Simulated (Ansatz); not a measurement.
Zinc-blende GaSb, relaxed in Ansatz (plane waves) with several semilocal functionals. Each gives its own volume and its own bulk modulus:

```tsv
level	V0 (Å³/atom)	bulk modulus B0 (GPa)	ln V0	ln B0
PBEsol-D3(BJ)	27.559	56.67	3.3163	4.0372
PBE-D4	28.521	51.91	3.3506	3.9495
PBE-D3(BJ)	28.777	50.22	3.3596	3.9164
r²SCAN	28.823	53.37	3.3612	3.9772
rVV10	30.421	43.94	3.4151	3.7828
revPBE	30.727	41.41	3.4251	3.7235
```

Q: Fit a straight line to ln B0 against ln V0. What does it predict for PBE, whose volume is 29.993 Å³/atom?

A: With x = ln V0 and y = ln B0: means 3.37132 and 3.89777; Σ(Δx Δy) = -0.02417, Σ(Δx²) = 0.008505, so the slope is -2.84. At x = 3.4010 the line gives y = 3.89777 + (-2.84) × (3.4010 − 3.37132) = 3.8135, or 45.31 GPa. The run with PBE gives 44.67 GPa, -1.4 % from the line. The rows used scatter about it by up to 5.2 %, while the largest value lies 37 % above the smallest. For comparison, PBE's own equation of state has B′ = 4.5, the slope −d ln B/d ln V at a fixed functional; the two needn't agree, since functionals also differ at one volume.

Measured: 57 GPa (measured, temperature not stated, no zero-point or thermal correction; as tabulated in Toher et al. (2017), arXiv:1611.05714).

Ansatz's density-functional and Hartree–Fock values are scalar-relativistic unless marked +SOC, with PAW data made under PBE.

Ansatz is a program for electronic structure.
